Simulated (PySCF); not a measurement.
Species: C5H8N (doublet state).
Numbering: `[CH3:1][CH:2][N:3]1[CH:4]=[CH:5][CH2:6]1` (hydrogens: H7, H8, H9 on C1; H10 on C2; H11 on C4; H12 on C5; H13, H14 on C6)

Structure used (GFN2-xTB), in Å, numbered top down from 1:
```xyz
14
C5H8N angstrom
C      2.1716    0.2181    0.1955
C      1.0006   -0.5275    0.7219
N     -0.2485   -0.1541    0.3993
C     -0.8423    0.8650   -0.2964
C     -2.1216    0.4582   -0.0354
C     -1.5597   -0.6994    0.7580
H      3.0756   -0.0951    0.7106
H      2.0430    1.2933    0.3377
H      2.3178    0.0499   -0.8785
H      1.1090   -1.4509    1.2601
H     -0.3588    1.6596   -0.8292
H     -3.1096    0.7746   -0.2753
H     -1.7314   -1.6989    0.3572
H     -1.7462   -0.6932    1.8324
```

The hyperfine couplings belong to this conformer and change with its torsions.

Level of theory: UKS B3LYP, pcH-1 on C H N, non-relativistic, mean-field spin-orbit, GIAO (PySCF 2.14.0). Geometry: GFN2-xTB, one conformer, isolated molecule. A GFN2-xTB geometry isn't a minimum of the functional, and hyperfine couplings can be far from their values at a DFT geometry. The SCF solution wasn't tested for stability.

Task: The isotropic 13C couplings are +64.5, +33.2, -26.1, -19.8, -11.6 MHz. Assign them to C1; C2; C4; C5; C6.

Result: 
```tsv
site	a_iso (MHz)	ρ(0) (bohr⁻³)	position	distance from C2 (Å)	spin population	largest |T| (MHz)
C1	-26.1	-0.0232	1 bond from C2	1.48	-0.06	2.0
C2	+64.5	+0.0574	largest spin population	0.00	+0.71	118.7
C4	-19.8	-0.0176	2 bonds from C2	2.52	-0.11	13.2
C5	+33.2	+0.0295	3 bonds from C2	3.36	+0.39	59.2
C6	-11.6	-0.0103	2 bonds from C2	2.57	-0.03	0.7
```

ρ(0) is the spin density at the nucleus and T the dipolar tensor; entries for several nuclei are means. The largest Mulliken spin populations are on C2 (+0.71), C5 (+0.39), C4 (-0.11) and N3 (+0.06). The angles at C2 add up to 359.5°, so it is planar; its axial dipolar tensor and the negative coupling of its proton fit spin in a p orbital normal to that plane.

Examples of negative spin density at the nucleus (bohr⁻³): C1 (-0.0232), C4 (-0.0176) and H10 (-0.0106).

Class means assume fast exchange of nuclei equivalent by connectivity; if that motion is slow, each nucleus keeps its own coupling. The three 1H nuclei of mean +51.7 MHz run from 7.9 to 94.9 MHz in the frozen geometry.
